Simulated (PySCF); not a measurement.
## Stationary points of [AlH4]-

All numbers come from PySCF, PBE0, basis Al def2-TZVPD, H def2-TZVPD (no relativity, density fitting).

Relaxations began from a few typed shapes. The search is not exhaustive: other isomers or separated fragments can lie lower, and high-lying points may rest on an excited occupation.

```csv
spin,group,bonds,angles,imaginary modes (cm⁻¹),ΔE (kJ/mol),ΔE with ZPE (kJ/mol)
singlet,Td,Al–H 1.646 Å (×4),H–Al–H 109.5° (×6),none,0.0,0.0
singlet,D4h,Al–H 1.700 Å (×4),"H–Al–H 90.0° (×4), H–Al–H 180.0° (×2)",1121i,215.2,–
```

The lowest minimum found is the singlet Td: Al–H 1.646 Å (×4); H–Al–H 109.5° (×6).

Counting electrons, aluminium keeps none of its valence electrons outside its bonds, so the VSEPR class is AX4 and the expected shape is tetrahedral (Td), as computed.

For the lowest minimum: the lowest empty level of this anion is unbound, so it and the gap depend on the basis.
